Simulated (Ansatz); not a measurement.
Born–Oppenheimer molecular dynamics of BH$_{5}$O$_{2}$ (8 atoms, charge 0, multiplicity 1). It starts at the highest image of a converged band. Of that band: The profile has 2 maxima (images 2, 4) with wells between them (image 3): this band takes more than one step, which may be the mechanism or a detour left from its start path. Neighbouring images differ by up to 1.3 eV, so the band resolves the path poorly. A vibrational analysis at the climbing image gives 2 clearly imaginary modes (337i, 49i cm⁻¹): a point of higher order. A lower path may pass nearby, or the ends, which weren't checked, may share the extra mode.

Theory: Ansatz, RKS r2SCAN-D4/def2-SVP.

| Item | Value |
| --- | --- |
| ensemble | NVE (velocity Verlet) |
| time step | 0.5 fs |
| steps asked | 200 |
| starting velocities drawn for | 300 K |
| seed | 11017 |

First frame:

```xyz
8
Properties=species:S:1:pos:R:3
B -0.069 0.012 0.043
H 0.371 -0.644 0.987
H 0.660 0.096 -0.935
O -1.485 -0.029 -0.184
H -1.799 -0.914 -0.391
O -0.024 1.600 0.673
H -0.883 1.912 0.326
H -0.172 1.498 1.626
```

(1) How far do the bonds stretch over the last three quarters of this one trajectory? (Pairs bonded in most of those frames.)

## Answers

(1) 
```
 bond  mean (Å)  spread (Å)  shortest  longest
B1–H2     1.216       0.035      1.16     1.29
B1–H3     1.215       0.019      1.17     1.25
B1–O4     1.380       0.023      1.33     1.42
O4–H5     0.967       0.010      0.95     0.99
O6–H7     0.970       0.015      0.94     0.99
O6–H8     0.969       0.011      0.95     0.99
```

Pairs bonded in part of these frames only: B1–O6 21 %.

Mean temperature of the second half: 317 K. The conserved energy stayed within 0.16 meV per atom of its start (net change 0.087 meV per atom), so the integration is sound. A run of 0.1 ps of so small a system gives no equilibrium averages. The orbitals stay closed-shell, which can raise the energy where a bond breaks towards radicals; this wasn't checked here.

The run took 7.8 min on 1 thread of Arm Neoverse V1, on a shared host, peak memory 0.12 GiB.
